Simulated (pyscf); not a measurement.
PySCF, gas phase, ωB97X-D3(BJ)/def2-SVP geometries.

Task: F–SiH(F)–O–SiH₃ + H• → F–Si•(F)–O–SiH₃ + H₂
Surface: doublet. Broken: H–Si. Formed: H–H. Give ΔE‡ and ΔE from ωB97M-D3(BJ)/def2-TZVP, relative to the separated reactants.

Result: ΔE‡ = 8.3 kcal/mol, ΔE = -2.9 kcal/mol. Zero-point energy shifts the barrier by -0.9 kcal/mol. It is a hydrogen abstraction, with an imaginary mode of 1257i cm⁻¹. This is the saddle that the search found; another between the same sides may lie lower. The angle at the transferred H is 179°.
